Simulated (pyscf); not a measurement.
Single points on ωB97X-D3(BJ)/def2-SVP structures (PySCF, gas phase). MP2 and CC: frozen core, UHF for open shells. ΔMP2 is the change of the MP2 total energy from the triple- to the quadruple-zeta basis.

**Question.** Estimate the classical barrier height and the reaction energy of HC≡C–NH₂ (SMILES C#CN) → H₂C=C=NH (SMILES C=C=N) at CCSD(T)/def2-TZVPP + ΔMP2(QZVPP). The step runs on the singlet surface, breaks H–N and forms C–H; take the reactant's lowest minimum found as zero.

**Answer.** ΔE‡ = 78.9 kcal/mol, ΔE = -14.2 kcal/mol. Zero-point energy shifts the barrier by -4.4 kcal/mol. It is a hydrogen shift, with an imaginary mode of 1938i cm⁻¹. At the saddle there is also a short C–H contact that neither side keeps, so another atom assists the step. HC≡C–NH₂ lies 42.0 kcal/mol over its isomer H₃C–C≡N, and others may lie lower still (electronic energy, ωB97M-D3(BJ)). H₂C=C=NH lies 26.0 kcal/mol over its isomer H₃C–C≡N, and others may lie lower still (electronic energy, ωB97M-D3(BJ)). This is the saddle that the search found; another between the same sides may lie lower. The CCSD(T) − MP2 part came from Ansatz, without density fitting, on the same reference.
